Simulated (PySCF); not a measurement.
## A small calculation by hand: chemical shift, span and skew from a shielding tensor

ethane (C2H6), SMILES CC. Atoms are numbered in the order given.

```xyz
8

C      0.0000     0.0000    -0.7634
C      0.0000     0.0000     0.7634
H     -0.8824    -0.5094    -1.1597
H      0.8824    -0.5094    -1.1597
H      0.0000     1.0189    -1.1597
H     -0.8824     0.5094     1.1597
H      0.8824     0.5094     1.1597
H      0.0000    -1.0189     1.1597
```
Charge 0, spin multiplicity 1.

The structure is a stationary point at ωB97X-D3(BJ)/def2-TZVP.

GIAO shieldings from PBE/pcSseg-2 in PySCF, non-relativistic, no solvent. The symmetric part of the tensor of C1 has the principal values 166.3, 166.3, 182.5 ppm. The same nucleus in TMS has σ = 181.4 ppm at this level (PySCF, at its B3LYP-D3(BJ)/def2-TZVP geometry).

Q: Work out the isotropic shielding, the ¹³C shift against TMS, the span and the skew.

A: 
σ(iso) = (σ11 + σ22 + σ33)/3 = 171.7 ppm. δ = σ(ref) − σ(iso) = 181.4 − (171.7) = 9.7 ppm.
Span Ω = σ33 − σ11 = 16.2 ppm. Skew κ = 3(σ(iso) − σ22)/Ω = 1.00, an axial tensor. Tumbling in solution averages the tensor to δ; in a static solid the shielding alone would spread this spin-1/2 line over Ω.
